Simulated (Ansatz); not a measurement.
The first iterations of a band of AlH7SSi (10 atoms, charge 0, multiplicity 1).

Computed with RKS revPBE-D4/def2-SVP (Ansatz).

```yaml
movable_images: 7
climbing_image: yes
spring: 5.0 eV/Å²
optimiser: fire
start_path: through a guess of the saddle point
force_threshold: 0.03 eV/Å
iteration_limit: 60
end_points: relaxed
```

Image 0:

```xyz
10
Properties=species:S:1:pos:R:3
Al -0.209 -1.381 -0.131
Si 1.423 0.460 -0.359
H -0.952 -1.921 -1.452
H -0.186 -2.280 1.203
H -1.888 1.192 -0.292
S -2.105 0.219 0.639
H 0.891 1.516 -1.313
H 1.592 1.189 0.962
H 2.814 0.117 -0.838
H -1.379 0.888 1.582
```

Image 8:

```xyz
10
Properties=species:S:1:pos:R:3
Al -0.955 -1.130 0.130
Si 1.443 0.902 -0.571
H -0.937 -1.738 -1.345
H 0.198 -1.391 1.212
H -0.064 0.678 -0.464
S -2.877 -0.236 0.795
H 1.629 1.998 -1.579
H 1.936 1.307 0.784
H 2.072 -0.377 -1.032
H -2.446 -0.013 2.069
```

| iteration | highest image above the first end (eV) | largest band force component (eV/Å) |
| --- | --- | --- |
| 1 | 0.950 | 2.297 |
| 2 | 0.852 | 1.323 |
| 3 | 0.753 | 1.343 |
| 4 | 0.745 | 1.173 |
| 5 | 0.731 | 0.833 |
| 6 | 0.711 | 0.716 |
| 7 | 0.688 | 0.681 |
| 8 | 0.684 | 0.671 |
| 9 | 0.675 | 0.650 |
| 10 | 0.663 | 0.618 |
| 11 | 0.648 | 0.575 |
| 12 | 0.631 | 0.519 |
| 13 | 0.614 | 0.503 |
| 14 | 0.595 | 0.511 |
| 15 | 0.579 | 0.503 |
| 16 | 0.566 | 0.469 |
| 17 | 0.559 | 0.400 |
| 18 | 0.560 | 0.373 |

Question: Does the band converge within its limit, and where does its top end?

Answer: The forces met the threshold. It ended after 54 iterations with the highest image 0.543 eV above the first end. The order of the stationary point at the top wasn't checked. The orbitals stay closed-shell, which can raise the energy where a bond breaks towards radicals; this wasn't checked here.

The run took 8.1 min on 2 threads of Arm Neoverse V1, with other jobs on the host, peak memory 0.13 GiB.
